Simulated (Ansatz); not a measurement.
A run of Ansatz (development build ahead of 0.2.0) on triplet C3H4 at this shape:

```yaml
atoms:
  - { symbol: C, position_ang: [-0.7736, -0.3072, 0.1956] }
  - { symbol: C, position_ang: [0.6879, -0.4243, -0.1223] }
  - { symbol: C, position_ang: [0.2131, 0.7821, -0.1055] }
  - { symbol: H, position_ang: [-1.1246, -0.4598, 1.2291] }
  - { symbol: H, position_ang: [-1.5242, -0.5921, -0.5594] }
  - { symbol: H, position_ang: [1.5244, -1.1049, -0.2588] }
  - { symbol: H, position_ang: [0.3600, 1.8533, -0.2176] }
```

Its results:

```yaml
Converged: yes
Total_energy: -115.61973 hartree
Spin_squared_of_the_determinant: 2.032
Stability_test: minimum
```

Forces (eV/Å):
```json
{"atom": "C1", "Fx": "1.011", "Fy": "0.401", "Fz": "-0.256"}
{"atom": "C2", "Fx": "3.556", "Fy": "-10.870", "Fz": "0.010"}
{"atom": "C3", "Fx": "-4.806", "Fy": "10.375", "Fz": "0.306"}
{"atom": "H4", "Fx": "0.361", "Fy": "0.148", "Fz": "-0.382"}
{"atom": "H5", "Fx": "0.484", "Fy": "0.188", "Fz": "0.169"}
{"atom": "H6", "Fx": "-0.470", "Fy": "0.304", "Fz": "0.083"}
{"atom": "H7", "Fx": "-0.136", "Fy": "-0.546", "Fz": "0.071"}
```

Task: Which input gives this output? Name the method, the orbitals and the basis set, and write the input.

Result: UHF in def2-SVP.

```yaml
crystal:
  periodic: [false, false, false]
  atoms:
    - { symbol: C, position_ang: [-0.7736, -0.3072, 0.1956] }
    - { symbol: C, position_ang: [0.6879, -0.4243, -0.1223] }
    - { symbol: C, position_ang: [0.2131, 0.7821, -0.1055] }
    - { symbol: H, position_ang: [-1.1246, -0.4598, 1.2291] }
    - { symbol: H, position_ang: [-1.5242, -0.5921, -0.5594] }
    - { symbol: H, position_ang: [1.5244, -1.1049, -0.2588] }
    - { symbol: H, position_ang: [0.36, 1.8533, -0.2176] }
basis:
  gaussian: { orbitals: def2-SVP }
magnetization:
  spin_polarized: true
  initial_magnetization: 2
hamiltonian:
  xc: hf
output:
  forces: true
```

Caution: another spin multiplicity may lie lower.
